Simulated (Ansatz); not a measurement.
**BH₂O (doublet): from Hartree-Fock to the top rungs at distance O2–H4 = 0.771 Å, cc-pVDZ**

How much of the correlation energy of BH₂O (doublet) does each wave-function method recover here?

Program: Ansatz 0.2.0, Gaussian basis. Level of theory: cc-pVDZ, core rule «outside noble gas», up to 2 orbitals frozen. These are calculated values, not measurements.

The runs, in order: UHF; CCSD(T) on ROHF; CCSD(T) on UHF; BCCD(T) on ROHF; CISD; CCSDT(Q) on ROHF; CCSDT(Q) on UHF; CASSCF and MRCISD+Q, 3 electrons in 3 orbitals; CASSCF and NEVPT2, 3 electrons in 3 orbitals.

39 further runs of the same task are left out: 12 for a known fault of the program, 3 for a mislabelled method, 19 that didn't finish, 5 set aside as unsound or not needed.

**1. The geometry**

The geometry derives from a PBE0/def2-TZVP stationary point (not a proven minimum). One bond is set to the value named and the two fragments are kept rigid.

4 atoms, charge 0, spin multiplicity 2.

Atoms are counted from 1 here; the program's logs count them from 0.

Bond lengths: B1–O2 1.333 Å, B1–H3 1.201 Å, O2–H4 0.771 Å. Angles: O2–B1–H3 121.0°, B1–O2–H4 114.7°.

As a file:

```xyz
4
charge 0, multiplicity 2
B     0.0000   -0.2434    0.7371
O     0.0000    0.1558   -0.5348
H     0.0000    0.5540    1.6347
H     0.0000   -0.4162   -1.0518
```

**2. UHF**

in.yaml reads:

```yaml
crystal:
  periodic: [false, false, false]
  atoms:
    - {symbol: B, position_ang: [0.000000, -0.243384, 0.737096]}
    - {symbol: O, position_ang: [0.000000, 0.155776, -0.534792]}
    - {symbol: H, position_ang: [0.000000, 0.554017, 1.634743]}
    - {symbol: H, position_ang: [0.000000, -0.416218, -1.051768]}
basis:
  gaussian: {orbitals: cc-pVDZ}
magnetization: {spin_polarized: true, initial_magnetization: 1}
hamiltonian: {xc: hf}
output: {orbitals: {seedname: orbitals}}
```

The run is started by

```console
ansatz run in.yaml --threads 1 --pin off --events-out ev --progress --plain --max-ram 2393MiB
```

The runs that follow: CCSD(T) on ROHF; CCSD(T) on UHF; BCCD(T) on ROHF; CISD; CCSDT(Q) on ROHF; CCSDT(Q) on UHF; CASSCF and MRCISD+Q, 3 electrons in 3 orbitals; CASSCF and NEVPT2, 3 electrons in 3 orbitals.

Before running them: what should the planned runs give, taken together? Wanted: UCCSDT(Q) below the RHF energy; RMP2 from UCCSDT(Q); UMP2 from UCCSDT(Q); RCCSD from UCCSDT(Q); RCCSD(T) from UCCSDT(Q); UCCSD(T) from UCCSDT(Q); RCCSDT(Q) from UCCSDT(Q); NEVPT2 pair from UCCSDT(Q); MRCISD+Q pair from UCCSDT(Q).

The runs gave:

```
                         quantity                                                   value
   UCCSDT(Q) below the RHF energy                                              -7.4033 eV
              RMP2 from UCCSDT(Q)                                              +675.6 meV
              UMP2 from UCCSDT(Q)                                              +669.8 meV
             RCCSD from UCCSDT(Q)                                              +187.0 meV
          RCCSD(T) from UCCSDT(Q)                                               +28.3 meV
          UCCSD(T) from UCCSDT(Q)                                               +28.2 meV
         RCCSDT(Q) from UCCSDT(Q)                                                +2.1 meV
       NEVPT2 pair from UCCSDT(Q)                                              +742.5 meV
     MRCISD+Q pair from UCCSDT(Q)                                               +79.2 meV
levels within 1 kcal/mol (43 meV)  RCCSD(T), UCCSD(T), BCCD(T), RCCSDT, UCCSDT, RCCSDT(Q)
                    T1 diagnostic                                                   0.019
```

In words: RCCSD(T) misses by +28.3 meV, 0.4 % of the correlation energy. Of the multireference levels listed MRCISD+Q pair comes nearest in total energy (+79.2 meV), which doesn't show that its space is the better one. These misses are within one basis, not against nature; the frozen cores of restricted and unrestricted runs differ, which can shift their rows.
